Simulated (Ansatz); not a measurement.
Si(CCH)H3 (C₂H₄Si). The state is a triplet with charge 0. Geometry PBE0-D4/def2-TZVP, that of the neutral singlet; atoms count from 1.

Cartesian coordinates in Å:
```
Si 0.8939 -0.3668 0.4547
C -0.6337 0.2628 -0.3163
C -1.6419 0.6743 -0.8339
H -2.5338 1.0391 -1.2900
H 1.3441 -1.5799 -0.2705
H 0.6252 -0.7056 1.8735
H 1.9462 0.6761 0.3824
```

At PBE0-D4/def2-TZVP a singlet of charge 0 lies 5.11 eV below the triplet at the same geometry.

Problem. Estimate the Mulliken populations from the PBE0/def2-TZVP orbitals of Ansatz.

Solution. 
| atom | charge (e) | spin (α − β) |
| --- | --- | --- |
| Si1 | 0.19 | 0.05 |
| C2 | -0.11 | 0.86 |
| C3 | -0.24 | 1.03 |
| H4 | 0.21 | -0.06 |
| H5 | -0.02 | 0.08 |
| H6 | -0.02 | 0.03 |
| H7 | -0.02 | 0.00 |
Mulliken values depend strongly on the basis.

Problem. Where does the spin sit?

Solution. Summed by element: Si 0.05, C 1.89, H 0.05, of 2 unpaired in all. Largest on single atoms: C3 1.03, C2 0.86, H5 0.08.

Problem. And the Mayer bond orders between heavy atoms (over 0.3)?

Solution. Si1–C2 1.18 (1.82 Å); C2–C3 1.87 (1.21 Å).
